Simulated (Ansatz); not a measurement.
Ideal-gas functions of `C=NC=O` at 500 K and 1 bar, from an Ansatz frequency run at PBE0-D4/def2-TZVP.

Molar mass 57.05 g/mol, point group C1 (symmetry number 1), electronic degeneracy 1, moments of inertia 16.37, 83.801, 94.221 u Å². Harmonic wavenumbers (cm⁻¹, unscaled): 108, 371, 496, 818, 1031, 1068, 1102, 1214, 1398, 1507, 1772, 1811, 2978, 3057, 3167.

Use S(trans) = R[1.5 ln M + 2.5 ln T − 1.1517]; rotational temperatures θ = 24.2544 K / I; S(rot) = R[ln(√π/σ · √(T³/θAθBθC)) + 1.5]; for each mode x = 1.438777 ν̃/T, S = R[x/(eˣ − 1) − ln(1 − e⁻ˣ)] and H = RT x/(eˣ − 1); 1 cm⁻¹ = 0.0119627 kJ/mol; R = 8.31446 J/(mol·K).

**Question.** By hand: the entropy, in J/(mol·K).

**Answer.** Translation 170.0. Rotation: θ = 1.4816, 0.2894, 0.2574 K, giving 103.9. Vibration, mode by mode: 18.06, 8.15, 6.03, 2.88, 1.78, 1.63, 1.51, 1.17, 0.76, 0.59, 0.31, 0.28, 0.02, 0.01, 0.01, in all 43.2. Electronic 0.0. Sum 317.1 J/(mol·K).

**Question.** By hand: H − E and G − E in kJ/mol, counted from the electronic energy.

**Answer.** Zero-point energy ½ × 21898 × 0.0119627 = 131.0; thermal vibration 11.9; translation, rotation and pV give 4 RT = 16.6. H − E = 159.5 kJ/mol, and G − E = 159.5 − 500 × 317.1/1000 = 0.9 kJ/mol.

Vibration gives 14 % of the entropy, 18.1 J/(mol·K) of it from the mode under 150 cm⁻¹: soft modes count most, and the harmonic formula is weakest for them. The sum counts one conformer and one mirror image; others add a mixing term.
